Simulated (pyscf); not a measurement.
## Routes from H₂N–SiH₂–F + hydrogen (H₂)

Candidate steps break at most two bonds and form at most two. Each was searched with GFN2-xTB (tblite) first. PySCF, gas phase, ωB97X-D3(BJ)/def2-SVP geometries. Energies: ωB97M-D3(BJ)/def2-TZVP, kJ/mol, from the separated reactants, singlet surface; ΔG‡ with ideal gas, 1 atm, RRHO with modes under 100 cm⁻¹ raised to 100, one conformer, R ln 2 for chiral ones without a mode under 150 cm⁻¹.

```csv
products,type,ΔE‡,ΔE,ΔG‡ 298 K,ΔG‡ 900 K,ν‡ (cm⁻¹)
F–SiH₃ + NH₃,four-centre exchange,188.0,+54.5,228.1,306.8,1461i
H₂N–SiH₃ + HF,four-centre exchange,234.3,+142.2,274.5,350.7,1108i
H₂N–SiH₂–F + H₂,"four-centre exchange (H–Si, H–H broken, H–Si, H–H formed)",249.4,0.0,289.2,367.0,1583i
H₂N–SiH₂–F + H₂,"four-centre exchange (H–N, H–H broken, H–N, H–H formed)",317.4,0.0,344.3,415.3,1959i
```

Row 1: On the product side the descent ends in a complex (not fully relaxed), 18.1 kJ/mol under the separated species and 151.5 kJ/mol under the saddle at ωB97X-D3(BJ)/def2-TZVP. 

Plain bond fissions and candidates not yet searched are not listed, and one of them may be faster. Each barrier is that of the saddle found; lower ones may exist.
